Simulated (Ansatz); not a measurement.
Debugging an active-space calculation of C2HLi, SMILES [Li][C]#C (the Python package of Ansatz (0.2.0)).

`cas_c2hli.py`
```python
import ansatz as az
from ase import Atoms

BASIS = "def2-SVP"
SMEARING = "fermi_dirac"
WIDTH_EV = 0.1

atoms = Atoms(["Li", "C", "C", "H"], positions=[
    (-2.2234, 0.4502, -0.4728),
    (-0.3621, 0.0686, -0.0789),
    (0.7612, -0.1821, 0.153),
    (1.8799, -0.397, 0.3783),
])
c2hli = az.Crystal.molecule_from_ase(atoms)

setup = c2hli.calculation()
setup = setup.basis(gaussian=BASIS)
setup = setup.occupations(SMEARING, width=WIDTH_EV)
setup = setup.correlation(active_electrons=4, active_orbitals=4)
for method in ["sc_nevpt2"]:
    summary = (setup if method is None else setup.correlation(method)).run(threads=1).report
    space = summary["configurations"]
    state = space["states"][0]
    print(method or "casscf", f"total {summary['free_energy_ev'] / 27.211386246:.6f} Ha, active-space state {state['energy']['hartree']:.6f} Ha, mean field {summary['reference_energy_ev'] / 27.211386246:.6f} Ha")
    print("  determinants", state["n_determinants"], " natural occupations", [round(n, 3) for n in space["natural_occupations"]])
print("effectively unpaired electrons, sum of min(n, 2 - n):", round(sum(min(n, 2 - n) for n in space["natural_occupations"]), 3))
```

`python cas_c2hli.py` gives:
```text
Traceback (most recent call last):
  File "cas_c2hli.py", line 21, in <module>
    summary = (setup if method is None else setup.correlation(method)).run(threads=1).report
              ~~~~~~~~~~~~~~~~~~~~~~~~~~~~~~~~~~~~~~~~~~~~~~~~~~~~~~~~~~~~^^^^^^^^^^^
  ...
ansatz.RefusalError: invalid value for `basis.gaussian`: such a run doesn't read scf.occupations; remove what it names
```
(Library frames cut from the traceback.)

What is wrong, and how is it mended?

The fault: in this program a Gaussian-basis run takes no smearing. The change:

```diff
--- before
+++ after
@@ -4,4 +4,2 @@
 BASIS = "def2-SVP"
-SMEARING = "fermi_dirac"
-WIDTH_EV = 0.1
 
@@ -17,3 +15,2 @@
 setup = setup.basis(gaussian=BASIS)
-setup = setup.occupations(SMEARING, width=WIDTH_EV)
 setup = setup.correlation(active_electrons=4, active_orbitals=4)
```

After the fix:

`python cas_c2hli.py` gives:
```text
sc_nevpt2 total -83.875535 Ha, active-space state -83.685382 Ha, mean field -83.624340 Ha
  determinants 36  natural occupations [1.947, 1.946, 0.054, 0.053]
effectively unpaired electrons, sum of min(n, 2 - n): 0.214
```

Reading the output:
- Total energies depend on the basis set; only differences at equal settings carry meaning.
- The geometry is a force-field or estimated start, not a minimum of this method, and the basis set is short of its limit. The active space starts as a window about the frontier orbitals and is then optimised, not chosen by chemistry.
- The whole script took 0.9 s on 1 thread of Arm Neoverse V2 (shared host), peak memory 0.15 GiB.
